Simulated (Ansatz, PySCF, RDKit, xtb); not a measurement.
**Solving COF, step by step**

Only the formula COF is given (odd number of electrons). Aim: find the structure of lowest free energy at 298.15 K, then its properties.

The funnel: GFN2-xTB relaxations, single points with a density functional, relaxations at PBE0-D3(BJ)/def2-SVP, harmonic vibrations, and a last energy at a higher level. All values are calculated.

2 further runs of the same task are left out: 2 set aside as unsound or not needed.

## Step 1: Drawing up candidates

All bonding patterns within simple valence rules are listed by program: one Lewis structure each, at most two rings and one unusual centre or charged pair. O–O, O–halogen and N–halogen bonds and N–N–N chains are not drawn. That gives 1 candidate.

```csv
label,SMILES,spin
c988,O=[C]F,doublet
```

Candidates are built by distance geometry, with a force field where one applies, in up to four conformers (letters a to d). 2 starts with atoms placed at random are added, to find patterns that the rules miss.

## Step 2: Cheap relaxation of all starts

All 4 starts are relaxed the same way. One of them, c207 (atoms placed at random), in full:

Contents of start.xyz:

```xyz
3
c207
C      0.757510    -0.102020    -0.155470
F     -0.837790    -0.324880    -0.530280
O     -0.179380     1.626810     0.411830
```

Command:

```sh
$ xtb start.xyz --gfn 2 --opt --uhf 1
```

The program printed (excerpt; [...] marks lines left out):

```text
* xtb version 6.7.1
[...]
          :  # basis functions                  12          :
[...]
          :  # electrons                        17          :
[...]
          :  Hamiltonian                  GFN2-xTB          :
[...]
          :  net charge                          0          :
          :  unpaired electrons                  1          :
[...]
   *** convergence criteria satisfied after 21 iterations ***
[...]
   *** GEOMETRY OPTIMIZATION CONVERGED AFTER 11 ITERATIONS ***
[...]
   *** convergence criteria satisfied after 3 iterations ***
[...]
         ::                     SUMMARY                     ::
         :::::::::::::::::::::::::::::::::::::::::::::::::::::
         :: total energy             -10.831874008614 Eh    ::
         :: gradient norm              0.000259897301 Eh/a0 ::
         :: HOMO-LUMO gap              2.224797164325 eV    ::
         ::.................................................::
         :: SCC energy               -10.892531140520 Eh    ::
         :: -> isotropic ES            0.018243756124 Eh    ::
         :: -> anisotropic ES          0.001381419470 Eh    ::
         :: -> anisotropic XC         -0.003004417219 Eh    ::
         :: -> dispersion             -0.000603886487 Eh    ::
         :: repulsion energy           0.060657131906 Eh    ::
         :: add. restraining           0.000000000000 Eh    ::
         :: total charge              -0.000000000000 e     ::
         :::::::::::::::::::::::::::::::::::::::::::::::::::::
[...]
         9        1.0000           -0.3811785             -10.3724 (HOMO)
        10                         -0.2994187              -8.1476 (LUMO)
[...]
     #   Z          covCN         q      C6AA      α(0)
     1   6          1.640     0.302    24.799     8.089
     2   9          0.784    -0.115    10.397     3.809
     3   8          0.856    -0.187    17.856     5.665
[...]
     #   Z sym  total        # sym  WBO       # sym  WBO       # sym  WBO
 ---------------------------------------------------------------------------
     1   6      3.284 --     3      2.169     2      1.115
     2   9      1.285 --     1      1.115     3      0.170
     3   8      2.338 --     1      2.169     2      0.170
 ---------------------------------------------------------------------------
[...]
molecular dipole:
                 x           y           z       tot (Debye)
 q only:        0.255      -0.208      -0.044
   full:        0.166      -0.255      -0.079       0.798
molecular quadrupole (traceless):
[...]
          | TOTAL ENERGY              -10.831874008614 Eh   |
          | GRADIENT NORM               0.000259897301 Eh/α |
          | HOMO-LUMO GAP               2.224797164325 eV   |
           -------------------------------------------------
[...]
```

Wall time 0.034 s (1 thread of Arm Neoverse V1, shared host).

## Step 3: The minima found

4 of the 4 relaxations converged; 3 ended on a minimum already found. 1 distinct structure remains:

| label | start | SMILES after | spin | energy (kcal/mol) |
| --- | --- | --- | --- | --- |
| c988a | drawn and random | O=[C]F | doublet | 0.0 |

GFN2-xTB has no spin polarisation, so it can't rank spin states and is rough for open shells.

## Step 4: Screening with a density functional

A choice of the minima (the low ones first, few conformers of a pattern, up to a cap) and the lowest that fell apart get a single point at r2SCAN-D4/def2-SVP on the tight-binding geometry, and one at HF/STO-3G for comparison. The first, c988a:

Contents of input.yaml:

```yaml
crystal:
  periodic: [false, false, false]
  atoms:
    - {symbol: C, position_ang: [-0.944220, 0.962776, 0.898868]}
    - {symbol: F, position_ang: [0.119371, 0.174545, 0.832548]}
    - {symbol: O, position_ang: [-1.636451, 1.299238, 0.013554]}
basis:
  gaussian:
    orbitals: def2-SVP
magnetization:
  spin_polarized: true
  initial_magnetization: 1
hamiltonian:
  xc: {name: r2SCAN}
  dispersion: d4
scf:
  lower_state_search: "off"
output:
  orbitals: {seedname: orbitals}
```

Command:

```sh
$ ansatz run input.yaml --threads 1 --pin off --max-ram 2610MiB --events-out events.jsonl --progress --plain --runs-dir runs
```

The program printed (excerpt; [...] marks lines left out):

```text
Warning: RAYON_NUM_THREADS=1 ignored (pool sized by the plan → 1); use --threads N
Functional definition: r2SCAN
  name "r2SCAN"
[...]
449 factors; their error is unknown
[...]
mean field -5791.67417212 eV, -212.8401000875 hartree, gradient 2.9e-6 eV, S^2 0.755544; 0 other end points of the search recorded, 0 dependent functions left out
reference -5791.67417581 eV, -212.8401002233 hartree; 12, 11 occupied and 30, 31 virtual orbitals, 449 factors
Total energy: -5791.67954946 eV, -212.8402977012 hartree
Checks for a lower state left out: stability, starts, cluster_reference, orbital_swaps, neighbouring_geometries, increment
```

Run time: 1.3 s. Hardware: 1 thread of Arm Neoverse V1, shared host.

Relative energies in kcal/mol, each column from its lowest structure that stays in one piece:

| label | SMILES | spin | GFN2-xTB | HF/STO-3G | r2SCAN-D4/def2-SVP |
| --- | --- | --- | --- | --- | --- |
| c988a | O=[C]F | doublet | 0.0 | 0.0 | 0.0 |

## Step 5: Relaxing the best candidates

1 candidate is relaxed at PBE0-D3(BJ)/def2-SVP (chosen among the lowest in one piece). The first, c988a:

Edit input.yaml of step 4 so:

```diff
@@ -13,7 +13,5 @@
 hamiltonian:
-  xc: {name: r2SCAN}
-  dispersion: d4
-scf:
-  lower_state_search: "off"
-output:
-  orbitals: {seedname: orbitals}
+  xc: pbe0
+  dispersion: d3bj
+relax:
+  f_tol: 0.003
```

Command:

```sh
$ ansatz run input.yaml --threads 1 --pin off --max-ram 2610MiB --events-out events.jsonl --progress --plain --runs-dir runs
```

The program printed (excerpt; [...] marks lines left out):

```text
Warning: RAYON_NUM_THREADS=1 ignored (pool sized by the plan → 1); use --threads N
[...]
Functional definition: PBE0
  name "PBE0"
[...]
444 factors; integrals over basis functions are off by at most 3.2e-4 eV
[...]
mean field -5788.42370320 eV, -212.7206475583 hartree, gradient 2.3e-5 eV, S^2 0.754234; 0 other end points of the search recorded, 0 dependent functions left out
[...]
reference -5788.42371316 eV, -212.7206479240 hartree; 12, 11 occupied and 30, 31 virtual orbitals, 444 factors
relax step   1: F+E_penalty+E_count = -5788.44148318 eV  Δ(F+E_penalty+E_count) = +0.000e0 eV  max|allowed force component| = 5.698e-1 eV/Å  Δτ_max = 0.0000 Å  (31 SCF iters, accepted)
[...]
relax step   4: F+E_penalty+E_count = -5788.44642467 eV  Δ(F+E_penalty+E_count) = -3.930e-5 eV  max|allowed force component| = 3.150e-2 eV/Å  Δτ_max = 0.0013 Å  (29 SCF iters, accepted)
[...]
relax step   5: F+E_penalty+E_count = -5788.44643741 eV  Δ(F+E_penalty+E_count) = -1.274e-5 eV  max|allowed force component| = 9.460e-5 eV/Å  Δτ_max = 0.0005 Å  (24 SCF iters, accepted)
444 factors; integrals over basis functions are off by at most 3.5e-4 eV
[...]
mean field -5788.42865120 eV, -212.7208293939 hartree, gradient 7.2e-5 eV, S^2 0.754090; 1 other end points of the search recorded, 0 dependent functions left out
[...]
reference -5788.42866117 eV, -212.7208297602 hartree; 12, 11 occupied and 30, 31 virtual orbitals, 444 factors
Total energy: -5788.44644737 eV, -212.7214833911 hartree
Atom 0 at    -0.940930     0.959520     0.894361 Å, force    -0.000095     0.000079     0.000052 eV/Å
Atom 1 at     0.113413     0.179014     0.833199 Å, force     0.000083    -0.000067    -0.000030 eV/Å
Atom 2 at    -1.633783     1.298025     0.017410 Å, force     0.000011    -0.000012    -0.000022 eV/Å
Dipole moment:     0.107512    -0.055063     0.122744 e Å
```

It took 7.2 s on 1 thread of Arm Neoverse V1, shared host.

Energy change by step (eV): 0.0000, -0.0042, -0.0049, -0.0049, -0.0050.

After the run. Bond lengths: C1–F2 1.313 Å, C1–O3 1.168 Å. Angles: F2–C1–O3 127.9°.

## Step 6: The relaxed candidates

```
label     spin  r2SCAN-D4/def2-SVP (kcal/mol)  PBE0-D3(BJ)/def2-SVP, relaxed (kcal/mol)   time
c988a  doublet                            0.0                                       0.0  7.2 s
```

## Step 7: Are they minima? Harmonic frequencies

The lowest few in one piece go on as finalists. Harmonic vibrations at PBE0-D3(BJ)/def2-SVP test each finalist and give the zero-point energy and the thermal terms. The first, c988a:

Contents of input.yaml:

```yaml
crystal:
  periodic: [false, false, false]
  atoms:
    - {symbol: C, position_ang: [-0.940930, 0.959520, 0.894361]}
    - {symbol: F, position_ang: [0.113413, 0.179014, 0.833199]}
    - {symbol: O, position_ang: [-1.633783, 1.298025, 0.017410]}
basis:
  gaussian:
    orbitals: def2-SVP
scf:
  lower_state_search: "off"
hamiltonian:
  xc: {name: PBE0}
  dispersion: d3bj
magnetization:
  spin_polarized: true
  initial_magnetization: 1
phonons: {}
```

Command:

```sh
$ ansatz run input.yaml --threads 1 --pin off --max-ram 2610MiB --events-out events.jsonl --progress --plain --runs-dir runs
```

The program printed (excerpt; [...] marks lines left out):

```text
Warning: RAYON_NUM_THREADS=1 ignored (pool sized by the plan → 1); use --threads N
Functional definition: PBE0
  name "PBE0"
[...]
444 factors; integrals over basis functions are off by at most 3.5e-4 eV
[...]
mean field -5788.42865125 eV, -212.7208293955 hartree, gradient 5.8e-6 eV, S^2 0.754090; 0 other end points of the search recorded, 0 dependent functions left out
[...]
reference -5788.42866122 eV, -212.7208297618 hartree; 12, 11 occupied and 30, 31 virtual orbitals, 444 factors
[...]
444 factors; integrals over basis functions are off by at most 3.6e-4 eV
mean field -5788.42842581 eV, -212.7208211109 hartree, gradient 3.0e-6 eV, S^2 0.754091; 0 other end points of the search recorded, 0 dependent functions left out
[...]
reference -5788.42843578 eV, -212.7208214772 hartree; 12, 11 occupied and 30, 31 virtual orbitals, 444 factors
[...]
444 factors; integrals over basis functions are off by at most 3.5e-4 eV
[...]
reference -5788.42856605 eV, -212.7208262645 hartree; 12, 11 occupied and 30, 31 virtual orbitals, 444 factors
[...]
444 factors; integrals over basis functions are off by at most 3.5e-4 eV
mean field -5788.42855717 eV, -212.7208259384 hartree, gradient 9.9e-7 eV, S^2 0.754105; 0 other end points of the search recorded, 0 dependent functions left out
[...]
reference -5788.42856714 eV, -212.7208263046 hartree; 12, 11 occupied and 30, 31 virtual orbitals, 444 factors
Total energy: -5788.44644742 eV, -212.7214833927 hartree
Atom 0 at    -0.940930     0.959520     0.894361 Å, force    -0.000029     0.000041     0.000103 eV/Å
Atom 1 at     0.113413     0.179014     0.833199 Å, force     0.000053    -0.000045    -0.000031 eV/Å
Atom 2 at    -1.633783     1.298025     0.017410 Å, force    -0.000024     0.000004    -0.000072 eV/Å
Dipole moment:     0.107513    -0.055063     0.122745 e Å
Vibrations: 659.85 1135.53 2003.41 cm⁻¹, zero-point energy 0.235496 eV
Checks for a lower state left out: stability, starts, cluster_reference, orbital_swaps, neighbouring_geometries, increment
```

Run time: 9 s. Hardware: 1 thread of Arm Neoverse V1, shared host.

## Step 8: Thermal terms of the finalists

At 298.15 K and 1 atm, ideal gas, rigid rotor and harmonic oscillator:

```
label  SMILES     spin  point group  lowest mode (cm⁻¹)  zero-point (kcal/mol)  G − E (kcal/mol)
c988a  O=[C]F  doublet           Cs                 660                    5.4              -9.8
```

## Step 9: Energies at the top level

Each finalist gets a single point at CCSD(T)/def2-TZVPP.

c988a, CCSD(T)/def2-TZVPP:

Edit input.yaml of step 7 so:

```diff
@@ -8,8 +8,3 @@
   gaussian:
-    orbitals: def2-SVP
-scf:
-  lower_state_search: "off"
-hamiltonian:
-  xc: {name: PBE0}
-  dispersion: d3bj
+    orbitals: def2-TZVPP
 magnetization:
@@ -17,2 +12,6 @@
   initial_magnetization: 1
-phonons: {}
+correlation:
+  method: ccsd_t
+  frozen_orbitals: {O: 1, F: 1, C: 1}
+scf:
+  omitted_lower_state_checks: [cluster_reference]
```

Command:

```sh
$ ansatz run input.yaml --threads 1 --pin off --max-ram 2610MiB --events-out events.jsonl --progress --plain --runs-dir runs
```

The program printed (excerpt; [...] marks lines left out):

```text
Warning: RAYON_NUM_THREADS=1 ignored (pool sized by the plan → 1); use --threads N
Functional definition: HF
  name "HF"
[...]
625 factors; integrals over basis functions are off by at most 5.0e-4 eV
[...]
mean field -5774.42321572 eV, -212.2061391331 hartree, gradient 2.1e-6 eV, S^2 0.772237; 0 other end points of the search recorded, 0 dependent functions left out
3 core orbitals not correlated: weight in the atoms' cores, before any rotation towards them, 1.000 or more for the frozen orbitals, at most 0.000 for the correlated occupied ones
reference -5774.42321572 eV, -212.2061391331 hartree; 9, 8 occupied and 81, 82 virtual orbitals, 625 factors
second order -16.41693102 eV of doubles, -0.00000000 eV of singles
cycle   1  -15.89638309 eV  change    5.2e-1 eV  update   1.1e-1
[...]
cycle  12  -16.46963140 eV  change    1.5e-6 eV  update   1.3e-5
perturbative correction -0.66977078 eV, -0.0246136222 hartree
Total energy: -5791.56261790 eV, -212.8360005457 hartree
Checks for a lower state left out: cluster_reference
```

It took 11 s on 1 thread of Arm Neoverse V1, shared host; peak memory 0.48 GiB.

## Step 10: The ranking

Energies in kcal/mol from c988a; G adds the thermal terms to the CCSD(T)/def2-TZVPP energy. The columns left of the relaxed level are at the tight-binding geometries.

```csv
label,SMILES,spin,GFN2-xTB,HF/STO-3G,r2SCAN-D4/def2-SVP,PBE0-D3(BJ)/def2-SVP,HF/def2-TZVPP,MP2/def2-TZVPP,CCSD(T)/def2-TZVPP,G,share at equilibrium,T1
c988a,O=[C]F,doublet,0.0,0.0,0.0,0.0,0.0,0.0,0.0,0.0,100.0 %,0.023
```

Lowest found: c988a, `O=[C]F`, a doublet of point group Cs. Bond lengths: C1–F2 1.313 Å, C1–O3 1.168 Å. Angles: F2–C1–O3 127.9°.

```xyz
3

C    -0.9409    0.9595    0.8944
F     0.1134    0.1790    0.8332
O    -1.6338    1.2980    0.0174
```

## Step 11: Density, orbitals and dipole (PBE0/def2-TZVPD)

Contents of input.yaml:

```yaml
crystal:
  periodic: [false, false, false]
  atoms:
    - {symbol: C, position_ang: [-0.940930, 0.959520, 0.894361]}
    - {symbol: F, position_ang: [0.113413, 0.179014, 0.833199]}
    - {symbol: O, position_ang: [-1.633783, 1.298025, 0.017410]}
basis:
  gaussian:
    orbitals: def2-TZVPD
magnetization:
  spin_polarized: true
  initial_magnetization: 1
hamiltonian:
  xc: pbe0
output: {forces: true, orbitals: {seedname: orbitals}}
```

Command:

```sh
$ ansatz run input.yaml --threads 1 --pin off --max-ram 2610MiB --events-out events.jsonl --progress --plain --runs-dir runs
```

The program printed (excerpt; [...] marks lines left out):

```text
Warning: RAYON_NUM_THREADS=1 ignored (pool sized by the plan → 1); use --threads N
Functional definition: PBE0
  name "PBE0"
[...]
555 factors; their error is unknown
[...]
mean field -5795.42453100 eV, -212.9779232345 hartree, gradient 2.0e-5 eV, S^2 0.754707; 0 other end points of the search recorded, 0 dependent functions left out
[...]
reference -5795.42456665 eV, -212.9779245443 hartree; 12, 11 occupied and 105, 106 virtual orbitals, 555 factors
Total energy: -5795.42456665 eV, -212.9779245443 hartree
Atom 0 at    -0.940930     0.959520     0.894361 Å, force    -0.326400     0.184368    -0.282186 eV/Å
Atom 1 at     0.113413     0.179014     0.833199 Å, force     0.129631    -0.092898     0.008601 eV/Å
Atom 2 at    -1.633783     1.298025     0.017410 Å, force     0.196769    -0.091470     0.273585 eV/Å
Dipole moment:     0.105645    -0.051670     0.133427 e Å
```

Wall time 3.3 s (1 thread of Arm Neoverse V1, shared host).

## Step 12: Frequencies after a tight-binding relaxation (GFN2-xTB)

Contents of start.xyz:

```xyz
3
c988a
C     -0.940930     0.959520     0.894361
F      0.113413     0.179014     0.833199
O     -1.633783     1.298025     0.017410
```

Command:

```sh
$ xtb start.xyz --gfn 2 --ohess tight --uhf 1
```

The program printed (excerpt; [...] marks lines left out):

```text
* xtb version 6.7.1
[...]
          :  # basis functions                  12          :
[...]
          :  # electrons                        17          :
[...]
          :  Hamiltonian                  GFN2-xTB          :
[...]
          :  net charge                          0          :
          :  unpaired electrons                  1          :
[...]
   *** convergence criteria satisfied after 9 iterations ***
[...]
   *** GEOMETRY OPTIMIZATION CONVERGED AFTER 5 ITERATIONS ***
[...]
   *** convergence criteria satisfied after 3 iterations ***
[...]
         ::                     SUMMARY                     ::
         :::::::::::::::::::::::::::::::::::::::::::::::::::::
         :: total energy             -10.831874027096 Eh    ::
         :: gradient norm              0.000269392753 Eh/a0 ::
         :: HOMO-LUMO gap              2.225045245093 eV    ::
         ::.................................................::
         :: SCC energy               -10.892520040702 Eh    ::
         :: -> isotropic ES            0.018243980922 Eh    ::
         :: -> anisotropic ES          0.001379234652 Eh    ::
         :: -> anisotropic XC         -0.002998777400 Eh    ::
         :: -> dispersion             -0.000603877404 Eh    ::
         :: repulsion energy           0.060646013606 Eh    ::
         :: add. restraining           0.000000000000 Eh    ::
         :: total charge              -0.000000000000 e     ::
         :::::::::::::::::::::::::::::::::::::::::::::::::::::
[...]
         9        1.0000           -0.3812334             -10.3739 (HOMO)
        10                         -0.2994644              -8.1488 (LUMO)
[...]
     #   Z          covCN         q      C6AA      α(0)
     1   6          1.640     0.302    24.799     8.089
     2   9          0.784    -0.115    10.399     3.809
     3   8          0.856    -0.187    17.853     5.665
[...]
molecular dipole:
                 x           y           z       tot (Debye)
Molecule has the following symmetry elements: (sigma)
It seems to be the Cs point group
 q only:        0.012       0.053       0.327
[...]
          | TOTAL ENERGY              -10.831874027096 Eh   |
          | TOTAL ENTHALPY            -10.819786302199 Eh   |
          | TOTAL FREE ENERGY         -10.847433827560 Eh   |
          | GRADIENT NORM               0.000269388194 Eh/α |
[...]
```

Run time: 0.038 s. Hardware: 1 thread of Arm Neoverse V1, shared host.

## Step 13: Electronic excitations (TD-PBE0/def2-SVPD)

Contents of geometry.xyz:

```xyz
3

C     -0.940930     0.959520     0.894361
F      0.113413     0.179014     0.833199
O     -1.633783     1.298025     0.017410
```

Contents of input.py:

```python
from pyscf import gto, dft, tdscf

system = gto.Mole()
system.atom = 'geometry.xyz'
system.max_memory = 1860
system.charge = 0
system.verbose = 3
system.spin = 1
system.basis = 'def2-svpd'
system.build()

myscf = dft.UKS(system)
myscf.xc = 'pbe0'
myscf = myscf.density_fit(auxbasis='def2-universal-jkfit')
myscf.grids.level = 2
myscf.max_cycle = 100
myscf.kernel()
if not myscf.converged:
    myscf = myscf.newton().run(myscf.mo_coeff, myscf.mo_occ)

e_tot = myscf.e_tot
print('Final energy', e_tot)

td = myscf.TDA()
td.nstates = 5
td.kernel()
td.analyze()
roots = td.e * 27.211386
osc = td.oscillator_strength()
print('state   eV      nm      f')
for i, (w, f) in enumerate(zip(roots, osc), 1):
    print('%3d %9.4f %8.1f %9.5f' % (i, w, 1239.842 / w, f))
```

Command:

```sh
$ OMP_NUM_THREADS=1 python input.py
```

The program printed:

```text
WARN: HOMO -0.199843121903516 >= LUMO -0.199843121903516

converged SCF energy = -212.735477897651  <S^2> = 0.75444374  2S+1 = 2.0044388
Final energy -212.73547789765058
Excitation energies (eV)
[4.24961189 5.47288288 6.02914854 7.3568584  7.6799548 ]

** Excitation energies and oscillator strengths **
state   eV      nm      f
  1    4.2496    291.8   0.00836
  2    5.4729    226.5   0.01783
  3    6.0291    205.6   0.00457
  4    7.3569    168.5   0.00227
  5    7.6800    161.4   0.00030
```

It took 40 s on 1 thread of Arm Neoverse V1, shared host.

The roots found:

```csv
excited state,energy (eV),strength
1,4.250,0.0084
2,5.473,0.0178
3,6.029,0.0046
4,7.357,0.0023
5,7.680,0.0003
```

(Part 1 of 2 ends here.)
